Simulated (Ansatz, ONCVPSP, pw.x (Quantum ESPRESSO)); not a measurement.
**What a changed setting does to a pw.x run (fcc Ag)**

Potential: optimised norm-conserving Vanderbilt (ONCV), ONCVPSP 4.0.1.1 (patched build), PBE; core [Ar] 3d10, reference 4s2 4p6 4d10 5s1; waves: 4s+5s: rc 1.35 bohr, ncon 5, nbas 9, qcut 9.7 1/bohr, 2 projectors; 4p: rc 1.60 bohr, ncon 4, nbas 8, qcut 7.6 1/bohr, 2 projectors, debl 3.4 Ha; 4d: rc 1.85 bohr, ncon 3, nbas 7, qcut 7.9 1/bohr, 3 projectors, debl 3 Ha; local part: polynomial inside 1.05 bohr (lpopt 5, dvloc0 0 Ha); core correction: Teter function, fcfact 4.25, rcfact 1.25.

The reference run (k-mesh 14³, cutoffs 100/400 Ry, Fermi–Dirac 0.01 Ry, mixing_beta 0.4, conv_thr 1e-9, no spin) gives -0.12 GPa at 17.876 Å³/atom, where all-electron LAPW gives -0.12 GPa. This run, with its own iteration cap, changes ecutrho/ecutwfc to 6.

```
&control
  calculation='scf', prefix='x', pseudo_dir='./', outdir='./tmp', tstress=.true., disk_io='none'
/
&system
  ibrav=0, nat=1, ntyp=1, ecutwfc=100, ecutrho=600, nbnd=18,
  occupations='smearing', smearing='fd', degauss=0.01
/
&electrons
  conv_thr=1e-09, mixing_beta=0.4, electron_maxstep=60
/
ATOMIC_SPECIES
Ag 1.0 Ag.UPF
CELL_PARAMETERS angstrom
  0.00000000 2.07529632 2.07529632
  2.07529632 0.00000000 2.07529632
  2.07529632 2.07529632 0.00000000
ATOMIC_POSITIONS crystal
Ag 0.0000 0.0000 0.0000
K_POINTS automatic
14 14 14 0 0 0
```

```bash
pw.x < Ag.scf.in > Ag.scf.out
```

Problem. How does the run end?

Solution. It converges in 10 iterations; the free energy moves by +0.0 meV/atom and the pressure by +0.00 GPa. The result is that of the reference run.

```
Message from routine setup:
     using ibrav=0 with symmetry is DISCOURAGED, use correct ibrav instead
     lattice parameter (alat)  =       5.5462  a.u.
     unit-cell volume          =     120.6332 (a.u.)^3
     number of electrons       =        19.00
     number of Kohn-Sham states=           18
     kinetic-energy cutoff     =     100.0000  Ry
     charge density cutoff     =     600.0000  Ry
     scf convergence threshold =      1.0E-09
     Exchange-correlation= PBE
     number of k points=   104  Fermi-Dirac smearing, width (Ry)=  0.0100
     iteration #  1     ecut=   100.00 Ry     beta= 0.40
     total energy              =    -300.34900571 Ry
     estimated scf accuracy    <       0.05778122 Ry
     iteration #  2     ecut=   100.00 Ry     beta= 0.40
     total energy              =    -300.36093305 Ry
     estimated scf accuracy    <       0.00185153 Ry
     iteration #  3     ecut=   100.00 Ry     beta= 0.40
     total energy              =    -300.36094631 Ry
     estimated scf accuracy    <       0.00055361 Ry
     iteration #  4     ecut=   100.00 Ry     beta= 0.40
     total energy              =    -300.36099479 Ry
     estimated scf accuracy    <       0.00001591 Ry
     iteration #  5     ecut=   100.00 Ry     beta= 0.40
     total energy              =    -300.36098465 Ry
     estimated scf accuracy    <       0.00001353 Ry
     iteration #  6     ecut=   100.00 Ry     beta= 0.40
     total energy              =    -300.36098928 Ry
     estimated scf accuracy    <       0.00001332 Ry
     iteration #  7     ecut=   100.00 Ry     beta= 0.40
     total energy              =    -300.36099011 Ry
     estimated scf accuracy    <       0.00000137 Ry
     iteration #  8     ecut=   100.00 Ry     beta= 0.40
     total energy              =    -300.36099020 Ry
     estimated scf accuracy    <       0.00000018 Ry
     iteration #  9     ecut=   100.00 Ry     beta= 0.40
     total energy              =    -300.36099023 Ry
     estimated scf accuracy    <          3.6E-09 Ry
     iteration # 10     ecut=   100.00 Ry     beta= 0.40
     the Fermi energy is    16.4934 ev
!    total energy              =    -300.36099023 Ry
     estimated scf accuracy    <          3.1E-11 Ry
     smearing contrib. (-TS)   =      -0.00126905 Ry
     The total energy is F=E-TS. E is the sum of the following terms:
     one-electron contribution =    -122.98366432 Ry
     hartree contribution      =      71.28499552 Ry
     xc contribution           =     -37.64062484 Ry
     ewald contribution        =    -211.02042754 Ry
     convergence has been achieved in  10 iterations
          total   stress  (Ry/bohr**3)                   (kbar)     P=       -1.22
     Message from routine punch:
     Nothing written, as per user request (disk_io='none')
```

The run took about 59 s on one core of a shared host (Neoverse-V1, 32 threads, 247 GiB, load 12).
